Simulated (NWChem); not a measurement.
System: hydrogen isocyanide (CHN); SMILES [C-]#[NH+]

NWChem printed, in part:

```
             Northwest Computational Chemistry Package (NWChem) 7.3.0
             --------------------------------------------------------

                             Geometry "geometry" -> ""
                             -------------------------

 Output coordinates in angstroms (scale by  1.889725989 to convert to a.u.)

  No.       Tag          Charge          X              Y              Z
 ---- ---------------- ---------- -------------- -------------- --------------
    1 C                    6.0000     0.00000000     0.00000000     0.75534200
    2 N                    7.0000     0.00000000     0.00000000    -0.42883000
    3 H                    1.0000     0.00000000     0.00000000    -1.44129800

 Effective nuclear repulsion energy (a.u.)      23.8728069416

                                 NWChem DFT Module
                                 -----------------

 Summary of "ao basis" -> "ao basis" (spherical)
 ------------------------------------------------------------------------------
       Tag                 Description            Shells   Functions and Types
 ---------------- ------------------------------  ------  ---------------------
 C                         def2-svpd                 8       20   4s2p2d
 N                         def2-svpd                 8       20   4s2p2d
 H                         def2-svpd                 4        8   2s2p

            General Information
            -------------------
          SCF calculation type: DFT
          Wavefunction type:  closed shell.
          No. of atoms     :     3
          No. of electrons :    14
           Alpha electrons :     7
            Beta electrons :     7
          Charge           :     0
          Spin multiplicity:     1
          Use of symmetry is: off; symmetry adaption is: off
          Maximum number of iterations: 150
          AO basis - number of functions:    48
                     number of shells:    20
          Convergence on energy requested:  1.00D-06
          Convergence on density requested:  1.00D-05
          Convergence on gradient requested:  5.00D-04

              XC Information
              --------------
                         B3LYP Method XC Potential
                     Hartree-Fock (Exact) Exchange  0.200
                        Slater Exchange Functional  0.800 local
                    Becke 1988 Exchange Functional  0.720 non-local
              Lee-Yang-Parr Correlation Functional  0.810
                  VWN I RPA Correlation Functional  0.190 local

             Grid Information
             ----------------
          Grid used for XC integration:  medium
          Radial quadrature: Mura-Knowles
          Angular quadrature: Lebedev.
          Tag              B.-S. Rad. Rad. Pts. Rad. Cut. Ang. Pts.
          ---              ---------- --------- --------- ---------
          C                   0.70       49           8.0       434
          N                   0.65       49           7.0       434
          H                   0.35       45           9.0       434
          Grid pruning is: on
          Number of quadrature shells:   143
          Spatial weights used:  Erf1

      Superposition of Atomic Density Guess
      -------------------------------------

 Sum of atomic energies:         -92.36886466

      Non-variational initial energy
      ------------------------------

 Total energy =     -92.990399
 1-e energy   =    -171.256412
 2-e energy   =      54.393207
 HOMO         =      -0.379117
 LUMO         =       0.042572

   convergence    iter        energy       DeltaE   RMS-Dens  Diis-err
 ---------------- ----- ----------------- --------- --------- ---------
 d= 0,ls=0.0,diis     1    -93.3176001265 -1.17D+02  1.37D-02  1.71D-01
 d= 0,ls=0.0,diis     2    -93.3286018116 -1.10D-02  5.56D-03  6.73D-02
 d= 0,ls=0.0,diis     3    -93.3258331693  2.77D-03  2.77D-03  9.18D-02
 d= 0,ls=0.0,diis     4    -93.3361963938 -1.04D-02  3.04D-04  1.61D-04
 d= 0,ls=0.0,diis     5    -93.3362144804 -1.81D-05  7.32D-05  1.14D-05
  Resetting Diis
 d= 0,ls=0.0,diis     6    -93.3362161235 -1.64D-06  1.03D-05  5.17D-07
 d= 0,ls=0.0,diis     7    -93.3362161905 -6.70D-08  3.82D-06  1.36D-08

         Total DFT energy =      -93.336216190483
      One electron energy =     -172.420840379425
           Coulomb energy =       67.766291254759
    Exchange-Corr. energy =      -12.554474007466
 Nuclear repulsion energy =       23.872806941647

 Numeric. integr. density =       14.000000552696

                       DFT Final Molecular Orbital Analysis
                       ------------------------------------

 Vector    5  Occ=2.000000D+00  E=-3.857771D-01
              MO Center= -2.2D-09,  2.4D-09, -9.8D-02, r^2= 1.0D+00
   Bfn.  Coefficient  Atom+Function         Bfn.  Coefficient  Atom+Function
  ----- ------------  ---------------      ----- ------------  ---------------
    26      0.391349  2 N  py                25     -0.340878  2 N  px
     6     -0.254140  1 C  py                29     -0.239538  2 N  py
     5      0.221365  1 C  px                28      0.208646  2 N  px
     9     -0.101386  1 C  py                 8      0.088310  1 C  px
    47     -0.040066  3 H  py                46      0.034899  3 H  px

 Vector    6  Occ=2.000000D+00  E=-3.857771D-01
              MO Center=  1.1D-11, -1.3D-10, -9.8D-02, r^2= 1.0D+00
   Bfn.  Coefficient  Atom+Function         Bfn.  Coefficient  Atom+Function
  ----- ------------  ---------------      ----- ------------  ---------------
    25      0.391349  2 N  px                26      0.340878  2 N  py
     5     -0.254140  1 C  px                28     -0.239538  2 N  px
     6     -0.221365  1 C  py                29     -0.208646  2 N  py
     8     -0.101386  1 C  px                 9     -0.088310  1 C  py
    46     -0.040066  3 H  px                47     -0.034899  3 H  py

 Vector    7  Occ=2.000000D+00  E=-3.267739D-01
              MO Center=  3.6D-10, -6.1D-10,  1.1D+00, r^2= 9.9D-01
   Bfn.  Coefficient  Atom+Function         Bfn.  Coefficient  Atom+Function
  ----- ------------  ---------------      ----- ------------  ---------------
     7      0.438141  1 C  pz                 2      0.418233  1 C  s
     3      0.318930  1 C  s                  1     -0.195291  1 C  s
    10      0.181631  1 C  pz                22     -0.171369  2 N  s
    27      0.168745  2 N  pz                 4      0.163561  1 C  s
    42      0.096923  3 H  s                 41      0.094073  3 H  s

 Vector    8  Occ=0.000000D+00  E=-2.615046D-03
              MO Center= -1.8D-09,  7.9D-11,  3.4D-01, r^2= 2.0D+00
   Bfn.  Coefficient  Atom+Function         Bfn.  Coefficient  Atom+Function
  ----- ------------  ---------------      ----- ------------  ---------------
     5      0.377295  1 C  px                 6      0.373151  1 C  py
     8      0.357610  1 C  px                 9      0.353683  1 C  py
    25      0.250615  2 N  px                26      0.247862  2 N  py
    28     -0.206948  2 N  px                29     -0.204675  2 N  py
    46     -0.140978  3 H  px                47     -0.139430  3 H  py

 Vector    9  Occ=0.000000D+00  E=-2.615045D-03
              MO Center= -3.8D-09,  3.5D-09,  3.4D-01, r^2= 2.0D+00
   Bfn.  Coefficient  Atom+Function         Bfn.  Coefficient  Atom+Function
  ----- ------------  ---------------      ----- ------------  ---------------
     6     -0.377295  1 C  py                 5      0.373151  1 C  px
     9     -0.357610  1 C  py                 8      0.353683  1 C  px
    26     -0.250615  2 N  py                25      0.247862  2 N  px
    29      0.206948  2 N  py                28     -0.204675  2 N  px
    47      0.140978  3 H  py                46     -0.139430  3 H  px

 Vector   10  Occ=0.000000D+00  E= 1.969978D-02
              MO Center= -1.3D-09,  3.4D-09, -1.9D+00, r^2= 2.6D+00
   Bfn.  Coefficient  Atom+Function         Bfn.  Coefficient  Atom+Function
  ----- ------------  ---------------      ----- ------------  ---------------
    24      4.026101  2 N  s                 42     -1.849787  3 H  s
     3     -1.715639  1 C  s                 48     -1.260175  3 H  pz
    10      0.464185  1 C  pz                38      0.333905  2 N  d  0
    22     -0.315547  2 N  s                  4     -0.298005  1 C  s
    27     -0.225650  2 N  pz                23      0.210104  2 N  s

     Multipole analysis of the density
     ---------------------------------

     L   x y z        total         alpha         beta         nuclear
     -   - - -        -----         -----         ----         -------
     0   0 0 0     -0.000000     -7.000000     -7.000000     14.000000

     1   1 0 0      0.000000      0.000000      0.000000      0.000000
     1   0 1 0     -0.000000     -0.000000     -0.000000      0.000000
     1   0 0 1     -1.203495     -0.685788     -0.685788      0.168080

     2   2 0 0     -8.955823     -4.477911     -4.477911      0.000000
     2   1 1 0     -0.000000     -0.000000     -0.000000      0.000000
     2   1 0 1      0.000000      0.000000      0.000000      0.000000
     2   0 2 0     -8.955823     -4.477911     -4.477911      0.000000
     2   0 1 1     -0.000000     -0.000000     -0.000000      0.000000
     2   0 0 2     -7.941514    -16.090691    -16.090691     24.239868

                                 NWChem DFT Module
                                 -----------------

[...]
```

Level: B3LYP/def2-SVPD, vertical spin-unrestricted ions. Coordinates come from a PBE-D3(BJ)/def2-SVP optimisation. B3LYP is NWChem's, with the RPA form of VWN correlation.

**Question.** Which NWChem input produces such a log?

**Answer.** This is not unique; one that fits is the input that was run:
```
start job
memory heap 200 mb stack 900 mb global 1100 mb
geometry units angstroms noautosym nocenter noautoz
  C      0.000000     0.000000     0.755342
  N      0.000000     0.000000    -0.428830
  H      0.000000     0.000000    -1.441298
end
basis spherical
  * library def2-svpd
end
dft
  xc b3lyp
  iterations 150
  vectors input atomic output neutral.movecs
end
task dft energy
charge 1
dft
  odft
  mult 2
  vectors input atomic output cation.movecs
end
task dft energy
charge -1
dft
  odft
  mult 2
  vectors input atomic output anion.movecs
end
task dft energy
```
